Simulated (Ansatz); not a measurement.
The first iterations of a band of H3NSSi (6 atoms, charge 0, multiplicity 1).

Computed with RKS B3LYP-D4/def2-TZVP (Ansatz 0.2.0).

```yaml
movable_images: 5
climbing_image: yes
spring: 5.0 eV/Å²
optimiser: quadratic models (default)
start_path: through a guess of the saddle point
force_threshold: 0.03 eV/Å
iteration_limit: 60
end_points: relaxed
```

Initial state:

```xyz
6
Properties=species:S:1:pos:R:3
N -0.879 0.237 -0.786
Si 0.170 -0.987 -0.203
S 1.219 0.230 1.269
H -0.934 1.201 -0.490
H -1.544 0.029 -1.515
H 2.010 -0.774 1.679
```

Final state:

```xyz
6
Properties=species:S:1:pos:R:3
N -0.879 0.237 -0.787
Si 0.170 -0.986 -0.203
S 1.219 0.230 1.269
H -1.544 0.028 -1.515
H -0.935 1.201 -0.490
H 2.010 -0.774 1.679
```

| iteration | highest image above the first end (eV) | largest band force component (eV/Å) |
| --- | --- | --- |
| 1 | 13.610 | 68.881 |
| 2 | 4.822 | 20.817 |
| 3 | 2.396 | 11.018 |
| 4 | 1.104 | 4.226 |

Does the band converge within its limit, and where does its top end?

It converged. It ended after 14 iterations with the highest image 0.673 eV above the first end. A vibrational analysis at the climbing image gives one clearly imaginary mode, 510i cm⁻¹: a first-order saddle point.

Time of the run: 69 s on 2 threads of Intel(R) Xeon(R) 6975P-C (Granite Rapids), with other jobs on the host, peak memory 0.22 GiB.
